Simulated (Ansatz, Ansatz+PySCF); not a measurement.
```yaml
atoms:
  - { symbol: H, position_ang: [0.0075, 0.3986, 0.3637] }
  - { symbol: O, position_ang: [0.0066, 0.6362, 1.2877] }
  - { symbol: O, position_ang: [-0.0078, -0.4751, 1.9312] }
```

Basis set: cc-pVTZ (spherical functions). Correlated methods keep 2 orbitals frozen. Correlation on ROHF uses semicanonical orbitals with singles. Charge 0, multiplicity 2.

Computed with Ansatz (development build ahead of 0.2.0); each method stands on the lowest determinant of its kind that the runs found.

(1) Give the atomization energy at this shape (free ground-state atoms in the same class of orbitals less the molecule, no zero-point energy) of doublet HO2 by ROHF-CCSD(T), ROHF-MP2.

## Answers

(1)

| method | atomization energy |
| --- | --- |
| ROHF-CCSD(T) | 164.86 kcal/mol |
| ROHF-MP2 | 169.07 kcal/mol |
